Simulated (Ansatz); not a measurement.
System: BCl₂, net charge 0, doublet state. It need not be the lowest isomer of its formula. 
Geometry from a B3LYP-D3(BJ)/def2-TZVP (Ansatz, a first-principles code) optimisation:
```xyz
3

B     -0.0053     0.6863    -0.0382
Cl     1.5376    -0.0889     0.0100
Cl    -1.5361    -0.1130     0.0012
```
Charge 0, spin multiplicity 2.

Wanted: atomisation energy (electronic, to ground-state atoms); the coupled-cluster value holds the core correlation from cc-pwCVTZ, in kcal/mol. Cores are frozen in the correlated levels unless marked. UHF or UKS for open shells. Spin-orbit coupling is left out. Non-relativistic. CBS(X,Y): correlation extrapolated as X^-3; Hartree-Fock from the larger set.

Level to compare with: CCSD(T)/CBS(cc-pV(T+d)Z,cc-pV(Q+d)Z) plus the core term (Ansatz), 204.4 kcal/mol. It is a level with limits of its own, and the differences hold the functionals' basis error too.

Problem. Rank these functionals by how close they come to CCSD(T)/CBS(cc-pV(T+d)Z,cc-pV(Q+d)Z), closest first: revPBE/def2-TZVPD (Ansatz); B97M-V/def2-TZVPD (Ansatz); PBE0/def2-TZVPD (Ansatz).

Solution. revPBE/def2-TZVPD (GGA, 206.7 kcal/mol, difference 2.3), PBE0/def2-TZVPD (global hybrid, 211.7 kcal/mol, difference 7.3), B97M-V/def2-TZVPD (meta-GGA with VV10, 212.8 kcal/mol, difference 8.4)
